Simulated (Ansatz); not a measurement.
**Down a group: atomization energies of H$_{2}$Al–P, H2Al–As**

Ansatz 0.2.0, basis cc-pVTZ; geometries are PBE0/def2-TZVP minima. Wave-function levels freeze the cores with the filled d shells of p-block atoms; HF, MP2 and coupled cluster are restricted for singlets and unrestricted otherwise, atoms included, restricted open-shell where a d shell is frozen. The reference is CCSDT(Q) (coupled cluster only where its series has nearly closed). An error is the level's value less the reference. None of these values is a measured one. Energies are electronic, without zero-point terms. No spin–orbit coupling and no scalar relativity. The species are chosen: bound, without strong static correlation by their natural occupations or amplitudes, in their lowest spin state as far as vertical gaps and like structures tell, and with a ladder that closes on the reference, so errors are smaller than for species at large; levels whose determinant breaks symmetry or spin markedly are left out.

```csv
species,bonds (Å),quantity,symmetry of the states,reference,value (kJ/mol),error CCSD,error CCSD(T),error CCSDT
"H2Al–P, triplet","Al–P 2.334, Al–H 1.588, angles at Al 120/121°",atomization,A2,CCSDT(Q),746.5,-7.9,-0.9,-0.6
"H2Al–As, triplet","Al–As 2.435, Al–H 1.589, angles at Al 120°",atomization,A2,CCSDT(Q),731.6,-8.1,-0.9,-0.5
```

The reference falls from P to As, by 14.9 kJ/mol in all.
